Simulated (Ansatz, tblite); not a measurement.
# The cluster WO2: one state, many levels

An exercise on one series of results from a longer session: the logs are not shown, and one member is left open.

Program: Ansatz 0.2.0, Gaussian basis. Level of theory: as each input shows. These are calculated values, not measurements.

Plan: GFN1-xTB, GFN2-xTB, PBE-D4/def2-TZVP, r2SCAN-D4/def2-TZVP, CAM-B3LYP-D4/def2-TZVP, B97M-V/def2-TZVP, LDA/def2-TZVP, BLYP-D4/def2-TZVP, r2SCANh-D4/def2-TZVP, PBE-D4/def2-SVP, PBE0-D4/def2-SVP, PBE0-D4/def2-TZVPD, PBE-D4/def2-TZVPD, r2SCAN-D4/def2-TZVPD, CCSD(T)/def2-TZVPP, MP2/def2-TZVP, RPA/def2-TZVP, CCSD(T)/def2-TZVPD.

## The relaxed structure

The singlet was relaxed beforehand with PBE-D4/def2-TZVP. At that level it is the lowest of the isomers that a small search found.

3 atoms, charge 0, spin multiplicity 1.

Bond lengths: W1–O2 1.696 Å, W1–O3 1.696 Å. Angles: O2–W1–O3 103.7°.

W takes a core potential in the def2 sets. No spin-orbit coupling is included.

PBE0-D4/def2-TZVP was run before; its log isn't repeated, and its numbers join the tables.

The first run:

Tight binding, by tblite at 300 K electronic temperature and without a spin-polarisation term:

```python
tblite.interface.Calculator('GFN1-xTB', numbers, positions, charge=0, uhf=0).singlepoint()
```

Tight binding, by tblite at 300 K electronic temperature and without a spin-polarisation term:

```python
tblite.interface.Calculator('GFN2-xTB', numbers, positions, charge=0, uhf=0).singlepoint()
```

start.molden holds the orbitals of an earlier run on this state, given as this run's starting guess.

Input file in.yaml:

```yaml
crystal:
  periodic: [false, false, false]
  atoms:
    - {symbol: W, position_ang: [0.482370, 0.099010, -0.495134]}
    - {symbol: O, position_ang: [-0.941435, 0.981170, -0.228524]}
    - {symbol: O, position_ang: [0.459065, -1.080190, 0.723658]}
basis:
  gaussian: {orbitals: def2-TZVP, initial_orbitals: start.molden}
hamiltonian: {xc: pbe, dispersion: d4}
scf: {omitted_lower_state_checks: [starts]}
output: {orbitals: {seedname: orbitals}}
```

The run is started by

```console
> ansatz run in.yaml --threads 4 --pin off --events-out ev --progress --plain --max-ram 3916MiB
```

Steps of the session up to this table: PBE-D4/def2-TZVP; r2SCAN-D4/def2-TZVP; CAM-B3LYP-D4/def2-TZVP; B97M-V/def2-TZVP; LDA/def2-TZVP; BLYP-D4/def2-TZVP; r2SCANh-D4/def2-TZVP; PBE-D4/def2-SVP; PBE0-D4/def2-SVP; PBE0-D4/def2-TZVPD; PBE-D4/def2-TZVPD; r2SCAN-D4/def2-TZVPD; CCSD(T)/def2-TZVPP; MP2/def2-TZVP; RPA/def2-TZVP; CCSD(T)/def2-TZVPD.

One table of the session follows, with a row left open; its other results are not shown here.

It belongs to the step «Binding energy». 

```
                 level  binding an atom (eV)
          HF/def2-TZVP                 1.730
         HF/def2-TZVPD                 1.740
         HF/def2-TZVPP                 1.792
         LDA/def2-TZVP                 5.986
     BLYP-D4/def2-TZVP                 5.069
      B97M-V/def2-TZVP                     ?
CAM-B3LYP-D4/def2-TZVP                 4.587
         MP2/def2-TZVP                 5.262
        MP2/def2-TZVPD                 5.317
       CCSD/def2-TZVPD                 4.314
       CCSD/def2-TZVPP                 4.280
    CCSD(T)/def2-TZVPD                 4.720
    CCSD(T)/def2-TZVPP                 4.689
```

Q: Estimate the row for B97M-V/def2-TZVP from the others.

The run gave: binding an atom (eV): 4.678. In the column «binding an atom (eV)» it lies between CAM-B3LYP-D4/def2-TZVP (4.587) and CCSD(T)/def2-TZVPP (4.689).

Limits of these values: Free atoms were run apart at each level; binding is atoms less cluster, divided by the number of atoms, without zero-point or spin-orbit terms.
